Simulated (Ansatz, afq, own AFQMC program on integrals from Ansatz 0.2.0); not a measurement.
**CHB, singlet in 6-31G, levels against full CI**

```xyz
3

B    -0.6369    0.0000    0.4050
C     0.5469    0.0000   -0.4567
H     0.3148    0.0000    1.0977
```

Connectivity, by distances: BH–C.

Basis 6-31G. Only valence electrons are correlated. Integrals, coupled cluster, full CI and functionals: Ansatz 0.2.0; the random walks run on the same integrals in our own AFQMC program. ph-AFQMC/CISD is guided by a CISD state made of CCSD amplitudes; releasing the constraint for a short imaginary time cuts its bias at the price of noise, slowly where states lie close. Error bars are statistical, one sigma.

Determinant: RHF, the one that the program's search chose, which needn't be the lowest solution. The geometry is a point of a scan.

Full CI on the same integrals is exact in this basis and with this determinant's frozen core.

Cautions: another spin lies lower; restricted determinant unstable towards unrestricted (UHF 2.09 eV lower, ⟨S²⟩ 1.17); the search met a lower determinant of the same kind, perhaps of another symmetry (14 meV lower), and this one is a saddle point; strong correlation (T1 0.095, weight of the determinant 0.72, largest double 0.24); (T) is large, 10 % of the CCSD correlation; the released energies are still falling, so no released level is given (meV from the phaseless value at times in 1/Eh: -20 ± 4 at 0.24, -49 ± 3 at 0.51, -65 ± 4 at 0.99, -76 ± 4 at 1.62, -93 ± 7 at 2.40); the ph-AFQMC/CISD walk drifts between its halves (2.0 errors).

The T1 diagnostic is 0.0953, the weight of the determinant in the CISD state is 0.722 and the size of the correlated space is 8 electrons in 18 orbitals.

| level | correlation energy (eV) |
| --- | --- |
| MP2 | -4.8251 |
| CCSD | -5.5776 |
| CCSD(T) | -6.1231 |

Question: Estimate where full CI lies against CCSD(T) on the same integrals.

Answer: 2.0 kJ/mol above CCSD(T).

Reference: full CI, correlation energy -6.102 eV. The cautions show a poor starting determinant, so the rows tell how each method copes with it here, and full CI is the sure value.

```
        level  E − E(reference) (kJ/mol)  share of correlation (%)
      CCSD(T)                       -2.0                    100.35
        CCSDT                        4.3                     99.27
     CCSDT(Q)                       -1.8                    100.31
       CCSDTQ                        0.8                     99.86
ph-AFQMC/CISD                 13.7 ± 0.4                     97.67
```

CCSDT and higher add their correlation energy to the determinant of the CCSD(T) run, since their own runs factorise the integrals more tightly (a shift of under 2 meV). A walk keeps the symmetry of its determinant, which the program's search chose and which needn't be the lowest solution, so a lower state of the same spin and another symmetry isn't excluded.
